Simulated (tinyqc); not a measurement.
Worked calculation: RHF in the sto-6g basis, for HF, spin multiplicity 1. Computed by tinyqc, a small Python program that keeps every step (integrals from PySCF). Settings: charge = 0, multiplicity = 1, basis = sto-6g, energy threshold = 1e-10, iteration cap = 76, orthogonalisation = symmetric, start = core, DIIS depth = 0, shift = 1.0, method = RHF. Command: `OMP_NUM_THREADS=1 python tinyqc.py 20873 20874 out.jsonl` (the two numbers bound the seeds that draw the settings). One thread of a shared host (Intel(R) Xeon(R) Processor @ 2.60GHz), about 0.09 s of CPU time with the checks. Later iterations appear only in the table of the cycle.

## One-electron integrals

Geometry (angstrom):
```
atom         x         y         z
F     0.000000  0.000000  0.000000
H     0.000000  0.000000  0.820000
```

Basis sto-6g: exponents (1/bohr^2) and contraction coefficients of normalised primitives:
```
element  l (shell)     exponent  coefficient
F            s (1)  1728.626574     0.009164
F            s (1)   316.941790     0.049361
F            s (1)    88.668891     0.168538
F            s (1)    30.460157     0.370563
F            s (1)    11.828570     0.416492
F            s (1)     4.871659     0.130334
F            s (2)    67.032281    -0.013253
F            s (2)    13.267438    -0.046992
F            s (2)     4.123510    -0.033785
F            s (2)     1.586463     0.250242
F            s (2)     0.689002     0.595117
F            s (2)     0.315820     0.240706
F            p (3)    67.032281     0.003760
F            p (3)    13.267438     0.037679
F            p (3)     4.123510     0.173897
F            p (3)     1.586463     0.418036
F            p (3)     0.689002     0.425860
F            p (3)     0.315820     0.101708
H            s (1)    35.523221     0.009164
H            s (1)     6.513144     0.049361
H            s (1)     1.822143     0.168538
H            s (1)     0.625955     0.370563
H            s (1)     0.243077     0.416492
H            s (1)     0.100112     0.130334
```

Overlap, kinetic and nuclear-attraction integrals over the contracted functions; the nuclear repulsion is the sum of Za Zb / Rab.

nuclear repulsion = 5.80804256 hartree

overlap S, order 1F 1s, 1F 2s, 1F 2px, 1F 2py, 1F 2pz, 2H 1s:
$$\begin{pmatrix}
1.000000 & 0.232479 & 0.000000 & 0.000000 & 0.000000 & 0.063243 \\
0.232479 & 1.000000 & 0.000000 & 0.000000 & 0.000000 & 0.518940 \\
0.000000 & 0.000000 & 1.000000 & 0.000000 & 0.000000 & 0.000000 \\
0.000000 & 0.000000 & 0.000000 & 1.000000 & 0.000000 & 0.000000 \\
0.000000 & 0.000000 & 0.000000 & 0.000000 & 1.000000 & 0.379546 \\
0.063243 & 0.518940 & 0.000000 & 0.000000 & 0.379546 & 1.000000
\end{pmatrix}$$

kinetic energy T (hartree), order 1F 1s, 1F 2s, 1F 2px, 1F 2py, 1F 2pz, 2H 1s:
$$\begin{pmatrix}
37.397730 & -1.143349 & 0.000000 & 0.000000 & 0.000000 & 0.004194 \\
-1.143349 & 1.082297 & 0.000000 & 0.000000 & 0.000000 & 0.186769 \\
0.000000 & 0.000000 & 3.251325 & 0.000000 & 0.000000 & 0.000000 \\
0.000000 & 0.000000 & 0.000000 & 3.251325 & 0.000000 & 0.000000 \\
0.000000 & 0.000000 & 0.000000 & 0.000000 & 3.251325 & 0.356778 \\
0.004194 & 0.186769 & 0.000000 & 0.000000 & 0.356778 & 0.768522
\end{pmatrix}$$

nuclear attraction V (hartree), order 1F 1s, 1F 2s, 1F 2px, 1F 2py, 1F 2pz, 2H 1s:
$$\begin{pmatrix}
-78.467790 & -8.015738 & 0.000000 & 0.000000 & -0.019916 & -2.512561 \\
-8.015738 & -12.110487 & 0.000000 & 0.000000 & -0.217279 & -5.020342 \\
0.000000 & 0.000000 & -12.059420 & 0.000000 & 0.000000 & 0.000000 \\
0.000000 & 0.000000 & 0.000000 & -12.059420 & 0.000000 & 0.000000 \\
-0.019916 & -0.217279 & 0.000000 & 0.000000 & -12.211094 & -3.330410 \\
-2.512561 & -5.020342 & 0.000000 & 0.000000 & -3.330410 & -6.683957
\end{pmatrix}$$

core Hamiltonian H = T + V (hartree), order 1F 1s, 1F 2s, 1F 2px, 1F 2py, 1F 2pz, 2H 1s:
$$\begin{pmatrix}
-41.070060 & -9.159087 & 0.000000 & 0.000000 & -0.019916 & -2.508367 \\
-9.159087 & -11.028191 & 0.000000 & 0.000000 & -0.217279 & -4.833573 \\
0.000000 & 0.000000 & -8.808094 & 0.000000 & 0.000000 & 0.000000 \\
0.000000 & 0.000000 & 0.000000 & -8.808094 & 0.000000 & 0.000000 \\
-0.019916 & -0.217279 & 0.000000 & 0.000000 & -8.959768 & -2.973632 \\
-2.508367 & -4.833573 & 0.000000 & 0.000000 & -2.973632 & -5.915435
\end{pmatrix}$$

## Two-electron integrals

Functions are numbered as in S; the eight-fold symmetry (ij|kl) = (ji|kl) = (kl|ij) leaves the list below.

Two-electron integrals (ij|kl) in chemists' order, unique and non-zero (hartree):
```
(11|11) 5.406240   (21|11) 0.768129   (21|21) 0.138909   (22|11) 1.266271
(22|21) 0.283987   (22|22) 0.926367   (31|31) 0.029452   (32|31) 0.044681
(32|32) 0.204753   (33|11) 1.266273   (33|21) 0.283987   (33|22) 0.926366
(33|33) 0.998085   (41|41) 0.029452   (42|41) 0.044681   (42|42) 0.204753
(43|43) 0.053789   (44|11) 1.266273   (44|21) 0.283987   (44|22) 0.926366
(44|33) 0.890506   (44|44) 0.998085   (51|51) 0.029452   (52|51) 0.044681
(52|52) 0.204753   (53|53) 0.053789   (54|54) 0.053789   (55|11) 1.266273
(55|21) 0.283987   (55|22) 0.926366   (55|33) 0.890506   (55|44) 0.890506
(55|55) 0.998085   (61|11) 0.223549   (61|21) 0.038711   (61|22) 0.077275
(61|33) 0.077137   (61|44) 0.077137   (61|51) 0.001667   (61|52) 0.003237
(61|55) 0.077552   (61|61) 0.010969   (62|11) 0.502431   (62|21) 0.114072
(62|22) 0.407576   (62|33) 0.402196   (62|44) 0.402196   (62|51) 0.008101
(62|52) 0.057727   (62|55) 0.418334   (62|61) 0.031700   (62|62) 0.210724
(63|31) 0.013455   (63|32) 0.074233   (63|53) 0.012386   (63|63) 0.033047
(64|41) 0.013455   (64|42) 0.074233   (64|54) 0.012386   (64|64) 0.033047
(65|11) 0.311557   (65|21) 0.071811   (65|22) 0.274194   (65|33) 0.262027
(65|44) 0.262027   (65|51) 0.018164   (65|52) 0.112657   (65|55) 0.298526
(65|61) 0.020971   (65|62) 0.173922   (65|65) 0.176385   (66|11) 0.603825
(66|21) 0.139586   (66|22) 0.566502   (66|33) 0.546697   (66|44) 0.546697
(66|51) 0.014228   (66|52) 0.135123   (66|55) 0.606113   (66|61) 0.039204
(66|62) 0.353540   (66|65) 0.339118   (66|66) 0.774999
```

## Orthogonalisation

S = U s U^T; symmetric (Loewdin) form X = U s^(-1/2) U^T, so that X^T S X = 1.

eigenvalues of S: [0.344237, 0.850228, 1.000000, 1.000000, 1.114757, 1.690778]

X, order 1F 1s, 1F 2s, 1F 2px, 1F 2py, 1F 2pz, 2H 1s:
$$\begin{pmatrix}
1.022350 & -0.132725 & 0.000000 & 0.000000 & -0.008859 & 0.023552 \\
-0.132725 & 1.174725 & 0.000000 & 0.000000 & 0.110366 & -0.366873 \\
0.000000 & 0.000000 & 1.000000 & 0.000000 & 0.000000 & 0.000000 \\
0.000000 & 0.000000 & 0.000000 & 1.000000 & 0.000000 & 0.000000 \\
-0.008859 & 0.110366 & 0.000000 & 0.000000 & 1.079296 & -0.264357 \\
0.023552 & -0.366873 & 0.000000 & 0.000000 & -0.264357 & 1.228719
\end{pmatrix}$$

## Starting guess

The start is the orbitals of the core Hamiltonian; D = 2 C_occ C_occ^T.

D at the start, order 1F 1s, 1F 2s, 1F 2px, 1F 2py, 1F 2pz, 2H 1s:
$$\begin{pmatrix}
2.124014 & -0.562929 & 0.000000 & 0.000000 & -0.053885 & 0.111104 \\
-0.562929 & 2.546803 & 0.000000 & 0.000000 & 0.349690 & -0.498052 \\
0.000000 & 0.000000 & 2.000000 & 0.000000 & 0.000000 & 0.000000 \\
0.000000 & 0.000000 & 0.000000 & 2.000000 & 0.000000 & 0.000000 \\
-0.053885 & 0.349690 & 0.000000 & 0.000000 & 2.275480 & -0.457002 \\
0.111104 & -0.498052 & 0.000000 & 0.000000 & -0.457002 & 0.165212
\end{pmatrix}$$

## Iteration 1: building the Fock matrix

J_ij = sum D_kl (ij|kl), K_ij = sum D_kl (ik|jl); F = H + J - 0.5 K; E = tr D H + tr D J / 2 - 0.25 tr D K + E_nn.

Coulomb J (hartree), order 1F 1s, 1F 2s, 1F 2px, 1F 2py, 1F 2pz, 2H 1s:
$$\begin{pmatrix}
21.153732 & 3.832939 & 0.000000 & 0.000000 & 0.006124 & 1.073311 \\
3.832939 & 9.996678 & 0.000000 & 0.000000 & 0.000958 & 4.273538 \\
0.000000 & 0.000000 & 9.999973 & 0.000000 & 0.000000 & 0.000000 \\
0.000000 & 0.000000 & 0.000000 & 9.999973 & 0.000000 & 0.000000 \\
0.006124 & 0.000958 & 0.000000 & 0.000000 & 9.990082 & 2.809677 \\
1.073311 & 4.273538 & 0.000000 & 0.000000 & 2.809677 & 5.701734
\end{pmatrix}$$

exchange K (hartree), order 1F 1s, 1F 2s, 1F 2px, 1F 2py, 1F 2pz, 2H 1s:
$$\begin{pmatrix}
11.168129 & 1.809034 & 0.000000 & 0.000000 & 0.002256 & 0.540322 \\
1.809034 & 3.220924 & 0.000000 & 0.000000 & 0.007466 & 1.226936 \\
0.000000 & 0.000000 & 2.683047 & 0.000000 & 0.000000 & 0.000000 \\
0.000000 & 0.000000 & 0.000000 & 2.683047 & 0.000000 & 0.000000 \\
0.002256 & 0.007466 & 0.000000 & 0.000000 & 2.668102 & 0.601949 \\
0.540322 & 1.226936 & 0.000000 & 0.000000 & 0.601949 & 0.651842
\end{pmatrix}$$

Fock matrix F (hartree), order 1F 1s, 1F 2s, 1F 2px, 1F 2py, 1F 2pz, 2H 1s:
$$\begin{pmatrix}
-25.500393 & -6.230664 & 0.000000 & 0.000000 & -0.014920 & -1.705216 \\
-6.230664 & -2.641975 & 0.000000 & 0.000000 & -0.220054 & -1.173503 \\
0.000000 & 0.000000 & -0.149645 & 0.000000 & 0.000000 & 0.000000 \\
0.000000 & 0.000000 & 0.000000 & -0.149645 & 0.000000 & 0.000000 \\
-0.014920 & -0.220054 & 0.000000 & 0.000000 & -0.303737 & -0.464930 \\
-1.705216 & -1.173503 & 0.000000 & 0.000000 & -0.464930 & -0.539622
\end{pmatrix}$$

total energy of this density = -98.67861542 hartree

## Iteration 1: diagonalisation and new density

A level shift of 1 hartree raises the virtual space: F + shift (S - S D(s) S), with D(s) the density of one spin (D/2). Diagonalise F' = X^T F X, C = X C', fill 5 alpha and 5 beta electrons from the bottom; D = 2 C_occ C_occ^T. Each column has its largest component positive (the first on a tie).

F' = X^T F X (hartree):
$$\begin{pmatrix}
-25.083772 & -3.158809 & 0.000000 & 0.000000 & -0.014925 & -0.343371 \\
-3.158809 & -1.385282 & 0.000000 & 0.000000 & -0.033679 & -0.723920 \\
0.000000 & 0.000000 & -0.149645 & 0.000000 & 0.000000 & 0.000000 \\
0.000000 & 0.000000 & 0.000000 & -0.149645 & 0.000000 & 0.000000 \\
-0.014925 & -0.033679 & 0.000000 & 0.000000 & -0.137317 & -0.511932 \\
-0.343371 & -0.723920 & 0.000000 & 0.000000 & -0.511932 & 1.101534
\end{pmatrix}$$

orbital energies (hartree): MO1 -25.504719, MO2 -1.201792, MO3 -0.252621, MO4 -0.149645, MO5 -0.149645, MO6 1.454296

coefficients C, order 1F 1s, 1F 2s, 1F 2px, 1F 2py, 1F 2pz, 2H 1s:
$$\begin{pmatrix}
0.996571 & -0.246788 & 0.059626 & 0.000000 & 0.000000 & 0.076391 \\
0.015636 & 1.008889 & -0.280281 & 0.000000 & 0.000000 & -0.669113 \\
0.000000 & 0.000000 & 0.000000 & -0.112170 & 0.993689 & 0.000000 \\
0.000000 & 0.000000 & 0.000000 & 0.993689 & 0.112170 & 0.000000 \\
0.002449 & 0.212140 & 0.926260 & 0.000000 & 0.000000 & -0.586562 \\
-0.004649 & -0.006836 & 0.124409 & 0.000000 & 0.000000 & 1.303549
\end{pmatrix}$$

D after iteration 1, order 1F 1s, 1F 2s, 1F 2px, 1F 2py, 1F 2pz, 2H 1s:
$$\begin{pmatrix}
2.115225 & -0.500223 & 0.000000 & 0.000000 & 0.010632 & 0.008944 \\
-0.500223 & 2.193317 & 0.000000 & 0.000000 & -0.091098 & -0.083677 \\
0.000000 & 0.000000 & 2.000000 & 0.000000 & 0.000000 & 0.000000 \\
0.000000 & 0.000000 & 0.000000 & 2.000000 & 0.000000 & 0.000000 \\
0.010632 & -0.091098 & 0.000000 & 0.000000 & 1.805936 & 0.227547 \\
0.008944 & -0.083677 & 0.000000 & 0.000000 & 0.227547 & 0.031092
\end{pmatrix}$$

Within a degenerate level the vectors are fixed only up to a rotation; this is one choice.

## Iteration 2: building the Fock matrix

As before.

Coulomb J (hartree), order 1F 1s, 1F 2s, 1F 2px, 1F 2py, 1F 2pz, 2H 1s:
$$\begin{pmatrix}
20.876651 & 3.776102 & 0.000000 & 0.000000 & -0.000132 & 1.057316 \\
3.776102 & 9.880144 & 0.000000 & 0.000000 & 0.009512 & 4.251944 \\
0.000000 & 0.000000 & 9.881846 & 0.000000 & 0.000000 & 0.000000 \\
0.000000 & 0.000000 & 0.000000 & 9.881846 & 0.000000 & 0.000000 \\
-0.000132 & 0.009512 & 0.000000 & 0.000000 & 9.876733 & 2.817737 \\
1.057316 & 4.251944 & 0.000000 & 0.000000 & 2.817737 & 5.757128
\end{pmatrix}$$

exchange K (hartree), order 1F 1s, 1F 2s, 1F 2px, 1F 2py, 1F 2pz, 2H 1s:
$$\begin{pmatrix}
11.141233 & 1.796547 & 0.000000 & 0.000000 & 0.002788 & 0.535429 \\
1.796547 & 3.196962 & 0.000000 & 0.000000 & -0.000375 & 1.368865 \\
0.000000 & 0.000000 & 2.662055 & 0.000000 & 0.000000 & 0.000000 \\
0.000000 & 0.000000 & 0.000000 & 2.662055 & 0.000000 & 0.000000 \\
0.002788 & -0.000375 & 0.000000 & 0.000000 & 2.607132 & 0.828829 \\
0.535429 & 1.368865 & 0.000000 & 0.000000 & 0.828829 & 0.993121
\end{pmatrix}$$

Fock matrix F (hartree), order 1F 1s, 1F 2s, 1F 2px, 1F 2py, 1F 2pz, 2H 1s:
$$\begin{pmatrix}
-25.764026 & -6.281258 & 0.000000 & 0.000000 & -0.021442 & -1.718765 \\
-6.281258 & -2.746528 & 0.000000 & 0.000000 & -0.207579 & -1.266061 \\
0.000000 & 0.000000 & -0.257275 & 0.000000 & 0.000000 & 0.000000 \\
0.000000 & 0.000000 & 0.000000 & -0.257275 & 0.000000 & 0.000000 \\
-0.021442 & -0.207579 & 0.000000 & 0.000000 & -0.386600 & -0.570310 \\
-1.718765 & -1.266061 & 0.000000 & 0.000000 & -0.570310 & -0.654867
\end{pmatrix}$$

total energy of this density = -99.22697843 hartree

## Iteration 2: diagonalisation and new density

As before.

F' = X^T F X (hartree):
$$\begin{pmatrix}
-25.347062 & -3.175899 & 0.000000 & 0.000000 & -0.032471 & -0.316584 \\
-3.175899 & -1.397772 & 0.000000 & 0.000000 & 0.093301 & -0.904723 \\
0.000000 & 0.000000 & -0.257275 & 0.000000 & 0.000000 & 0.000000 \\
0.000000 & 0.000000 & 0.000000 & -0.257275 & 0.000000 & 0.000000 \\
-0.032471 & 0.093301 & 0.000000 & 0.000000 & -0.092059 & -0.839727 \\
-0.316584 & -0.904723 & 0.000000 & 0.000000 & -0.839727 & 0.932483
\end{pmatrix}$$

orbital energies (hartree): MO1 -25.768064, MO2 -1.352769, MO3 -0.436375, MO4 -0.257275, MO5 -0.257275, MO6 1.652799

coefficients C, order 1F 1s, 1F 2s, 1F 2px, 1F 2py, 1F 2pz, 2H 1s:
$$\begin{pmatrix}
0.996708 & -0.234492 & 0.085165 & 0.000000 & 0.000000 & 0.088214 \\
0.015092 & 0.925893 & -0.431074 & 0.000000 & 0.000000 & -0.707842 \\
0.000000 & 0.000000 & 0.000000 & 0.996024 & -0.089083 & 0.000000 \\
0.000000 & 0.000000 & 0.000000 & 0.089083 & 0.996024 & 0.000000 \\
0.002677 & 0.209473 & 0.827489 & 0.000000 & 0.000000 & -0.719999 \\
-0.004718 & 0.119675 & 0.289503 & 0.000000 & 0.000000 & 1.271467
\end{pmatrix}$$

D after iteration 2, order 1F 1s, 1F 2s, 1F 2px, 1F 2py, 1F 2pz, 2H 1s:
$$\begin{pmatrix}
2.111333 & -0.477569 & 0.000000 & 0.000000 & 0.048043 & -0.016219 \\
-0.477569 & 2.086660 & 0.000000 & 0.000000 & -0.325437 & -0.028123 \\
0.000000 & 0.000000 & 2.000000 & 0.000000 & 0.000000 & 0.000000 \\
0.000000 & 0.000000 & 0.000000 & 2.000000 & 0.000000 & 0.000000 \\
0.048043 & -0.325437 & 0.000000 & 0.000000 & 1.457248 & 0.529233 \\
-0.016219 & -0.028123 & 0.000000 & 0.000000 & 0.529233 & 0.196313
\end{pmatrix}$$

Within a degenerate level the vectors are fixed only up to a rotation; this is one choice.

## Iteration 21 (converged): orbitals

converged F (hartree), order 1F 1s, 1F 2s, 1F 2px, 1F 2py, 1F 2pz, 2H 1s:
$$\begin{pmatrix}
-26.226112 & -6.370139 & 0.000000 & 0.000000 & -0.028144 & -1.743540 \\
-6.370139 & -2.939772 & 0.000000 & 0.000000 & -0.144616 & -1.344274 \\
0.000000 & 0.000000 & -0.478730 & 0.000000 & 0.000000 & 0.000000 \\
0.000000 & 0.000000 & 0.000000 & -0.478730 & 0.000000 & 0.000000 \\
-0.028144 & -0.144616 & 0.000000 & 0.000000 & -0.451571 & -0.630862 \\
-1.743540 & -1.344274 & 0.000000 & 0.000000 & -0.630862 & -0.764671
\end{pmatrix}$$

Diagonalise F' = X^T F X, C = X C', fill 5 alpha and 5 beta electrons from the bottom; D = 2 C_occ C_occ^T. Each column has its largest component positive (the first on a tie).

F' = X^T F X (hartree):
$$\begin{pmatrix}
-25.810125 & -3.185071 & 0.000000 & 0.000000 & -0.043373 & -0.336090 \\
-3.185071 & -1.637521 & 0.000000 & 0.000000 & 0.111872 & -0.698492 \\
0.000000 & 0.000000 & -0.478730 & 0.000000 & 0.000000 & 0.000000 \\
0.000000 & 0.000000 & 0.000000 & -0.478730 & 0.000000 & 0.000000 \\
-0.043373 & 0.111872 & 0.000000 & 0.000000 & -0.208520 & -0.638375 \\
-0.336090 & -0.698492 & 0.000000 & 0.000000 & -0.638375 & 0.007010
\end{pmatrix}$$

orbital energies (hartree): MO1 -26.229642, MO2 -1.521903, MO3 -0.622196, MO4 -0.478730, MO5 -0.478730, MO6 0.724585

coefficients C, order 1F 1s, 1F 2s, 1F 2px, 1F 2py, 1F 2pz, 2H 1s:
$$\begin{pmatrix}
0.996952 & -0.233236 & 0.085723 & 0.000000 & 0.000000 & 0.088248 \\
0.014020 & 0.910987 & -0.488110 & 0.000000 & 0.000000 & -0.689946 \\
0.000000 & 0.000000 & 0.000000 & 0.018731 & 0.999825 & 0.000000 \\
0.000000 & 0.000000 & 0.000000 & 0.999825 & -0.018731 & 0.000000 \\
0.002779 & 0.125334 & 0.718510 & 0.000000 & 0.000000 & -0.845607 \\
-0.004456 & 0.168514 & 0.483320 & 0.000000 & 0.000000 & 1.205309
\end{pmatrix}$$

D after iteration 21, order 1F 1s, 1F 2s, 1F 2px, 1F 2py, 1F 2pz, 2H 1s:
$$\begin{pmatrix}
2.111321 & -0.480679 & 0.000000 & 0.000000 & 0.070261 & -0.004629 \\
-0.480679 & 2.136691 & 0.000000 & 0.000000 & -0.472991 & -0.164924 \\
0.000000 & 0.000000 & 2.000000 & 0.000000 & 0.000000 & 0.000000 \\
0.000000 & 0.000000 & 0.000000 & 2.000000 & 0.000000 & 0.000000 \\
0.070261 & -0.472991 & 0.000000 & 0.000000 & 1.063945 & 0.736757 \\
-0.004629 & -0.164924 & 0.000000 & 0.000000 & 0.736757 & 0.524031
\end{pmatrix}$$

Within a degenerate level the vectors are fixed only up to a rotation; this is one choice.

## Convergence

Stop when the energy changes by less than 1e-10 hartree and every element of the error matrix X^T (F D S - S D F) X is below 3e-06.

Course of the cycle:
```
iteration   E (hartree)     change  largest element of the error matrix
1          -98.67861542          -                             8.59e-01
2          -99.22697843  -5.48e-01                             6.50e-01
3          -99.40920184  -1.82e-01                             3.63e-01
4          -99.45621660  -4.70e-02                             1.84e-01
5          -99.46775795  -1.15e-02                             9.12e-02
6          -99.47065777  -2.90e-03                             4.53e-02
7          -99.47141394  -7.56e-04                             2.26e-02
8          -99.47161764  -2.04e-04                             1.14e-02
9          -99.47167383  -5.62e-05                             5.84e-03
10         -99.47168960  -1.58e-05                             3.01e-03
11         -99.47169406  -4.47e-06                             1.56e-03
12         -99.47169534  -1.27e-06                             8.15e-04
13         -99.47169570  -3.65e-07                             4.28e-04
14         -99.47169581  -1.05e-07                             2.26e-04
15         -99.47169584  -3.02e-08                             1.20e-04
16         -99.47169585  -8.70e-09                             6.36e-05
17         -99.47169585  -2.51e-09                             3.39e-05
18         -99.47169585  -7.23e-10                             1.81e-05
19         -99.47169585  -2.09e-10                             9.67e-06
20         -99.47169585  -6.02e-11                             5.17e-06
21         -99.47169585  -1.74e-11                             2.77e-06
```

PySCF RHF in the same basis = -99.47169585 hartree

Converged in 21 iterations.

## Populations, bond orders and dipole

Mulliken: Z minus the diagonal of D S on the atom; Loewdin: the same with S^(1/2) D S^(1/2); Mayer order: 2 sum_s sum (D(s) S)_ij (D(s) S)_ji over the two atoms.

Charges (e):
```
atom   Mulliken    Loewdin
1F    -0.282215  -0.193158
2H     0.282215   0.193158
```

Mayer bond orders:
```
pair     order
2-1   0.920355
```

dipole moment about the origin, x y z (debye): [0.000000, 0.000000, 1.415982]
